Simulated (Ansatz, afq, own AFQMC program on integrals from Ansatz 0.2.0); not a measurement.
## InH2⁺, singlet in def2-TZVPP, levels against full CI

```yaml
atoms:
  - { symbol: In, position_ang: [0.0000, 0.0000, 0.0000] }
  - { symbol: H, position_ang: [0.0000, 0.0000, -1.6654] }
  - { symbol: H, position_ang: [0.0000, 0.0000, 1.6654] }
```

Basis def2-TZVPP with its core potentials. Only valence electrons are correlated. Integrals, coupled cluster, full CI and functionals: Ansatz 0.2.0; the random walks run on the same integrals in our own AFQMC program. ph-AFQMC/CISD is guided by a CISD state made of CCSD amplitudes; releasing the constraint for a short imaginary time cuts its bias at the price of noise, slowly where states lie close. Free AFQMC starts from the CCSD state and is never constrained. Its projection time is finite, and what remains of the start isn't in its error. Uncertainties: one standard error, sampling alone. No spin–orbit coupling.

Determinant: RHF, the one that the program's search chose, which needn't be the lowest solution. The geometry is a PBE0/def2-TZVP stationary point of this or a neighbouring charge and spin state.

Full CI on the same integrals is exact in this basis and with this determinant's frozen core.

Cautions: no spin-orbit coupling; inner d shell frozen.

```
T1 diagnostic                               : 0.0098
weight of the determinant in the CISD state : 0.950
size of the correlated space                : 4 electrons in 69 orbitals
```

| level | correlation energy (eV) |
| --- | --- |
| MP2 | -1.5036 |
| CCSD | -1.9198 |
| CCSD(T) | -1.9398 |

Problem. Estimate where phaseless AFQMC with a CISD trial lies against CCSD(T) on the same integrals.

Solution. 1.1 ± 0.4 kJ/mol below CCSD(T).

Reference: full CI, correlation energy -1.947 eV. The released energy is read at 2.40 1/Eh (meV from the phaseless value at times in 1/Eh: -1 ± 4 at 0.24, 2 ± 3 at 0.51, 1.2 ± 2.3 at 0.99, 0.8 ± 2.2 at 1.62, 2.4 ± 1.5 at 2.40).

```tsv
level	E − E(reference) (kJ/mol)	share of correlation (%)
CCSD(T)	0.7	99.65
CCSDT	0.1	99.97
CCSDT(Q)	0.0	99.99
ph-AFQMC/HF	-2.0 ± 1.8	101.05
ph-AFQMC/CISD	-0.4 ± 0.4	100.21
released AFQMC	-0.2 ± 0.1	100.09
free AFQMC	0.2 ± 0.2	99.87
```

CCSDT and higher add their correlation energy to the determinant of the CCSD(T) run, since their own runs factorise the integrals more tightly (a shift of under 2 meV). Free projections are given only where their last times agree within the noise and don't stop above the reference; a slow remainder of the start can still hide under it. A walk keeps the symmetry of its determinant, which the program's search chose and which needn't be the lowest solution, so a lower state of the same spin and another symmetry isn't excluded. Released energies are given only where the last usable release times agree within the noise; a slower fall can still hide under it.
